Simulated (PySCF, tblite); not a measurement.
**A complex of 2 × hydrogen chloride**

A gas-phase complex of 2 × hydrogen chloride; neutral, singlet. The structure comes from a short search (6 tight-binding starts) and was relaxed by PBE0-D3(BJ)/def2-TZVPD; another way of binding may lie lower. Frequencies by PBE0-D3(BJ)/def2-TZVPD show no clear imaginary mode.

Parts: 1 = hydrogen chloride (Cl), atoms 1–2; 2 = hydrogen chloride (Cl), atoms 3–4.

```xyz
4

Cl    0.210    0.517    0.084
H     0.075   -0.757    0.199
Cl   -0.260   -3.033    1.068
H    -0.372   -2.503    2.229
```
(Å; atoms numbered from 1)

Contacts between parts, classed by geometry: H2···Cl3 2.459 Å (hydrogen bond, 164°).

Interaction energies are complex less parts, with the parts frozen as they stand in it; counterpoise-corrected, in kcal/mol (PySCF). The CCSD(T) estimate is Hartree-Fock/aug-cc-pVQZ, plus the MP2 correlation part extrapolated as X⁻³ from aug-cc-pVTZ and aug-cc-pVQZ, plus CCSD(T) less MP2 in aug-cc-pVDZ; noble-gas cores are frozen. It isn't the exact limit.

**Question.** Give the interaction energy at each level run.

**Answer.** 
| level | interaction | superposition error removed |
| --- | --- | --- |
| Hartree-Fock/aug-cc-pVQZ | 0.03 | - |
| MP2/aug-cc-pVQZ | -2.17 | -0.24 |
| CCSD(T), estimated basis limit | -1.93 | - |

**Question.** What holds them together? Decompose the MP2/aug-cc-pVQZ energy: frozen parts, their antisymmetrised product, then relaxation.

**Answer.** electrostatic -3.0, Pauli repulsion +4.6, orbital relaxation -1.7, correlation -2.4 kcal/mol, which sum to the value before the counterpoise correction, the first three by Hartree-Fock. Of the attraction, 42 % is electrostatic, 34 % is correlation, 23 % is orbital relaxation.

The parts were also relaxed and run alone, at the levels used for the complex: shieldings by PBE0/pcSseg-3; core levels by delta-SCF with SCAN, pcX-2 on the ionised atom and pcseg-1 elsewhere, spin-free X2C (2p3/2 is the spin-free 2p value less a third of a first-order spin-orbit splitting).

Values alone: Cl1–H2 bond (Å): 1.279; shielding of H2 (ppm): 30.76; shielding of Cl3 (ppm): 946.3; shielding of Cl1 (ppm): 946.3; Cl1 2p3/2 core level (eV): 207.39; Cl3 2p3/2 core level (eV): 207.39.

**Question.** How do these values change when the complex forms?

**Answer.** 
```
                 property   alone  in the complex  change
          Cl1–H2 bond (Å)   1.279           1.286  +0.007
    shielding of H2 (ppm)   30.76           28.81   -1.95
   shielding of Cl3 (ppm)   946.3           920.1   -26.2
   shielding of Cl1 (ppm)   946.3           930.9   -15.4
Cl1 2p3/2 core level (eV)  207.39          206.86   -0.53
Cl3 2p3/2 core level (eV)  207.39          207.94   +0.55
```

The 3 runs behind this took 64 s in all, one thread each of Arm Neoverse N1 on a shared host, launched as `OMP_NUM_THREADS=1 python cluster_run.py task.json out`.
